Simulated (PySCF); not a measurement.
# AlS₂⁻: from structure and modes to constants

Computed with PBE0/[Al def2-TZVPD, S def2-TZVPD], no relativity, density fitting, PySCF.

The singlet minimum has D∞h symmetry. Masses (u): Al 26.98154, S 31.97207.

```xyz
3
charge -1 multiplicity 1, angstrom
Al    0.0000    0.0000    0.0000
S     2.0543    0.0000    0.0000
S    -2.0543    0.0000    0.0000
```

Harmonic wavenumbers (cm⁻¹): 180.0 (πu, ×2), 430.0 (σg+, ×1), 761.4 (σu+, ×1).

(1) What is the harmonic zero-point energy?

(2) Find the bond force constant k and the stretch–stretch coupling k′ of the valence force field.

Answers

(1) Half the sum of all 4 wavenumbers, 1551/2 = 776 cm⁻¹, which is 9.3 kJ/mol (1 cm⁻¹ = 0.0119627 kJ/mol).

(2) For linear XMX, 4π²c²ω(σg)² = (k + k′)/mX and 4π²c²ω(σu)² = (k − k′)(1 + 2mX/mM)/mX. So k + k′ = 3.483 and k − k′ = 3.241 mdyn/Å, giving k = 3.362 and k′ = 0.121 mdyn/Å.

This need not be the most stable arrangement of these atoms. The lowest empty level of this anion is unbound, so it and the gap depend on the basis.
